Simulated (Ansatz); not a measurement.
Density of states of SiO₂ (Pnnm, a = 4.925 Å, b = 8.737 Å, c = 8.575 Å, α = 90.00°, β = 90.00°, γ = 90.00°), in states per eV and primitive cell, averaged over bins of 0.4 eV. Level of theory: Ansatz 0.2.0, DFT LDA, scalar-relativistic, plane waves, PAW.

Settings: cutoff 420 eV, Γ-centred mesh 6×4×4 on the computed 24-atom cell, Gaussian smearing of 0.02 eV; no spin polarisation.

The cell is relaxed at this level. The states (both spins) are summed by tetrahedra on a 9×6×6 mesh at the self-consistent density. Energies are bin centres; the table starts no lower than −8 eV and ends at 6 eV, or lower where the solved bands end.

The gap is 5.56 eV at this level, with the zero inside it.

```tsv
E − E_F (eV)	total	O 2p	Si 3p	O 2s	Si 3s
-7.85	15.27	12.10	2.92	0.05	0.01
-7.45	1.12	0.92	0.19	0.00	0.00
-7.05	0.00	0.00	0.00	0.00	0.00
-6.65	0.00	0.00	0.00	0.00	0.00
-6.25	7.67	6.16	0.87	0.48	0.02
-5.85	12.42	10.43	1.17	0.54	0.02
-5.45	19.33	16.90	1.38	0.58	0.04
-5.05	16.65	15.28	0.68	0.29	0.02
-4.65	26.55	24.56	1.04	0.36	0.01
-4.25	23.32	21.81	0.71	0.34	0.01
-3.85	15.72	14.89	0.35	0.20	0.02
-3.45	20.20	19.37	0.28	0.25	0.03
-3.05	16.93	16.57	0.14	0.07	0.01
-2.65	1.21	1.19	0.00	0.00	0.00
-2.25	0.00	0.00	0.00	0.00	0.00
-1.85	0.00	0.00	0.00	0.00	0.00
-1.45	0.00	0.00	0.00	0.00	0.00
-1.05	0.00	0.00	0.00	0.00	0.00
-0.65	0.00	0.00	0.00	0.00	0.00
-0.25	0.00	0.00	0.00	0.00	0.00
0.15	0.00	0.00	0.00	0.00	0.00
0.55	0.00	0.00	0.00	0.00	0.00
0.95	0.00	0.00	0.00	0.00	0.00
1.35	0.00	0.00	0.00	0.00	0.00
1.75	0.00	0.00	0.00	0.00	0.00
2.15	0.00	0.00	0.00	0.00	0.00
2.55	0.00	0.00	0.00	0.00	0.00
2.95	0.34	0.01	0.02	0.06	0.14
3.35	0.96	0.04	0.15	0.18	0.35
3.75	1.51	0.08	0.35	0.27	0.46
4.15	2.12	0.14	0.59	0.38	0.55
4.55	2.56	0.18	0.83	0.44	0.57
4.95	3.50	0.26	1.25	0.59	0.68
5.35	4.97	0.40	1.98	0.75	0.73
5.75	7.21	0.57	2.95	0.84	0.65
```

The columns after the total are the Löwdin projections on the occupied valence shells of the potentials. The rest of the total lies in shells that are empty in the free atom, which aren't projected, and between the atoms.

This form isn't the usual stable structure of the compound.

Cost: 1 run of about 17 core-minutes, on Intel Xeon Processor @ 2.50GHz (Skylake/Cascade Lake) (shared hosts).